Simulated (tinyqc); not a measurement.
Inside a calculation. Method: Hueckel theory of the pi electrons, for the molecule c1ccsc1 (SMILES; centres numbered as the heavy atoms are written). Computed by tinyqc, a small Python program that keeps every step. Settings: charge = 0. Command: `OMP_NUM_THREADS=1 python tinyqc.py 25598 25599 out.jsonl` (the two numbers bound the seeds that draw the settings). One thread of a shared host (Intel(R) Xeon(R) Processor @ 2.60GHz), about 0.01 s of CPU time with the checks.

## The Hueckel matrix

Centres:
```
centre  z_r, pi electrons of the neutral centre         h
1C                                            1  0.000000
2C                                            1  0.000000
3C                                            1  0.000000
4S                                            2  1.000000
5C                                            1  0.000000
```

Bonds:
```
i  j         k
1  2         1
2  3         1
3  4  0.650000
4  5  0.650000
5  1         1
```

H_rr = alpha + h_r beta, H_rs = k_rs beta for bonded centres.

Hueckel matrix in units of beta (H = alpha + beta A):
```
          1C        2C        3C        4S        5C
1C  0.000000  1.000000  0.000000  0.000000  1.000000
2C  1.000000  0.000000  1.000000  0.000000  0.000000
3C  0.000000  1.000000  0.000000  0.650000  0.000000
4S  0.000000  0.000000  0.650000  1.000000  0.650000
5C  1.000000  0.000000  0.000000  0.650000  0.000000
```

## Orbitals

pi electrons, sum of z_r less the charge = 6

Diagonalise; E = alpha + x beta with beta < 0, so the largest x are filled first; degenerate levels share their electrons. P = sum n_i c_ri c_si; each orbital has its largest coefficient positive (the first on a tie).

x values: 1.947411  1.000000  0.618034  -0.947411  -1.618034

occupations: 2.000000  2.000000  2.000000  0.000000  0.000000

coefficients:
```
         MO1        MO2        MO3        MO4        MO5
1C  0.426977  -0.478537  -0.371748  -0.297814   0.601501
2C  0.426977  -0.478537   0.371748  -0.297814  -0.601501
3C  0.404523   0.000000   0.601501   0.579966   0.371748
4S  0.555070   0.736210   0.000000  -0.387158   0.000000
5C  0.404523   0.000000  -0.601501   0.579966  -0.371748
```

charge and bond-order matrix P:
```
           1C         2C         3C         4S         5C
1C   1.099007   0.546220  -0.101769  -0.230602   0.792658
2C   0.546220   1.099007   0.792658  -0.230602  -0.101769
3C  -0.101769   0.792658   1.050885   0.449078  -0.396329
4S  -0.230602  -0.230602   0.449078   1.700217   0.449078
5C   0.792658  -0.101769  -0.396329   0.449078   1.050885
```

## Energy, charges, bond orders

E = sum n x; q_r = z_r - P_rr; bond order p = P_rs; free valence = sqrt(3) - sum of p over the bonds of the atom.

pi energy = 6 alpha + this times beta = 7.130891

pi charges: 1C -0.099007, 2C -0.099007, 3C -0.050885, 4S 0.299783, 5C -0.050885

Bond orders and lengths from R = 1.517 - 0.180 p (angstrom, C-C alone):
```
bond         p         R
1-2   0.546220  1.418680
2-3   0.792658  1.374322
3-4   0.449078         -
4-5   0.449078         -
5-1   0.792658  1.374322
```

free valence of the carbons: 1C 0.393173, 2C 0.393173, 3C 0.490315, 5C 0.490315

gap between the highest filled and the next level = 1.565445 |beta|
